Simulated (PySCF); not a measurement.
Gas-phase reaction: i-Si₄H₁₀ + 2 C₃H₆ (propylene) ⇌ 4 SiH₄ + 6 CH

Computed with PySCF and rigid-rotor harmonic-oscillator thermochemistry at 1 bar. † marks an energy on the PBE0/def2-TZVP geometry and frequencies; other levels use their own. 6-31G* has spherical d functions here. Open shells (unrestricted): CH (multiplicity 2, electronic degeneracy 4); the rest are closed-shell singlets. Spin-orbit splitting is ignored; it lowers the true energy and changes the entropy of CH. B3LYP is the form with VWN-RPA correlation. The harmonic model lacks anharmonicity and excited electronic states, which grow with temperature; levels with a mode under 35 cm⁻¹ are left out. Internal rotation in i-Si₄H₁₀, C₃H₆ (propylene) is treated as a harmonic vibration of one conformer, which makes the entropy rough. Warning, spin contamination: CH (BLYP/def2-TZVP†, M06-2X/def2-TZVP†).

ΔH° and ΔS° at 298 K: B3LYP/6-31G* 3485 kJ, 978 J/K; BLYP/def2-TZVP† 3382 kJ, 978 J/K; M06-2X/def2-TZVP† 3537 kJ, 978 J/K.

Q: With the heat capacities included, give log10 K (1 bar) at 600, 800, 1000, 1400, 1800 K from B3LYP/6-31G*, BLYP/def2-TZVP†, M06-2X/def2-TZVP†.

A: 
```json
[
 {"T (K)": "600", "B3LYP/6-31G*": "-251.9", "BLYP/def2-TZVP†": "-242.9", "M06-2X/def2-TZVP†": "-256.5"},
 {"T (K)": "800", "B3LYP/6-31G*": "-175.9", "BLYP/def2-TZVP†": "-169.2", "M06-2X/def2-TZVP†": "-179.3"},
 {"T (K)": "1000", "B3LYP/6-31G*": "-130.3", "BLYP/def2-TZVP†": "-125.0", "M06-2X/def2-TZVP†": "-133.1"},
 {"T (K)": "1400", "B3LYP/6-31G*": "-78.4", "BLYP/def2-TZVP†": "-74.6", "M06-2X/def2-TZVP†": "-80.4"},
 {"T (K)": "1800", "B3LYP/6-31G*": "-49.8", "BLYP/def2-TZVP†": "-46.9", "M06-2X/def2-TZVP†": "-51.4"}
]
```
